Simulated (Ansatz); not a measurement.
# Al₂C+ (doublet): the correlation ladder, cc-pVDZ

One table from this session's results is given with a row withheld; the runs are named, their logs left out.

The runs use Ansatz 0.2.0, Gaussian basis; cc-pVDZ, core rule «outside noble gas», up to 11 orbitals frozen.

Plan: UHF; CCSD(T) on ROHF; CCSD(T) on UHF; BCCD(T) on ROHF; CISD; CCSDT(Q) on ROHF; CCSDT(Q) on UHF; CCSDTQ on ROHF.

4 further runs of the same task are left out: 2 for a known fault of the program, 2 set aside as unsound or not needed.

## What is computed

The geometry is a PBE0/def2-TZVP stationary point (not a proven minimum) of the parent state, kept for this charge and spin.

3 atoms, charge 1, spin multiplicity 2.

Atoms are counted from 1 here; the program's logs count them from 0.

Bond lengths: Al2–C3 1.945 Å.

Coordinates:

```
Al    0.0000    0.0000    2.5082
Al    0.0000    0.0000   -0.2816
C     0.0000    0.0000   -2.2266
```

Set-up of the first run:

Contents of in.yaml:

```yaml
crystal:
  periodic: [false, false, false]
  atoms:
    - {symbol: Al, position_ang: [0.000000, 0.000000, 2.508200]}
    - {symbol: Al, position_ang: [0.000000, 0.000000, -0.281599]}
    - {symbol: C, position_ang: [0.000000, 0.000000, -2.226601]}
basis:
  gaussian: {orbitals: cc-pVDZ}
total_charge: 1
magnetization: {spin_polarized: true, initial_magnetization: 1}
hamiltonian: {xc: hf}
output: {orbitals: {seedname: orbitals}}
```

On the command line:

```sh
> ansatz run in.yaml --threads 1 --pin off --events-out ev --progress --plain --max-ram 4096MiB --backend cpu
```

Steps of the session up to this table: UHF; CCSD(T) on ROHF; CCSD(T) on UHF; BCCD(T) on ROHF; CISD; CCSDT(Q) on ROHF; CCSDT(Q) on UHF; CCSDTQ on ROHF.

One table of the session follows, with a row left open; its other results are not shown here.

| method | from RCCSDTQ (kcal/mol) |
| --- | --- |
| ROHF | +131.11 |
| RMP2 | +38.98 |
| CISD | +19.90 |
| RCCSD | ? |
| RCCSD(T) | +3.02 |
| BCCD(T) | +3.04 |
| RCCSDT | +1.21 |
| RCCSDT(Q) | +0.63 |
| RCCSDTQ | 0 |

Q: Estimate the row for RCCSD from the others.

The run gave: from RCCSDTQ (kcal/mol): +7.15. In the column «from RCCSDTQ (kcal/mol)» it lies between BCCD(T) (+3.04) and CISD (+19.90).

Limits of these values: Left out of the table: UHF, UMP2, UCCSD, UCCSD(T), UCCSDT, UCCSDT(Q) (another determinant or state than the rows shown).
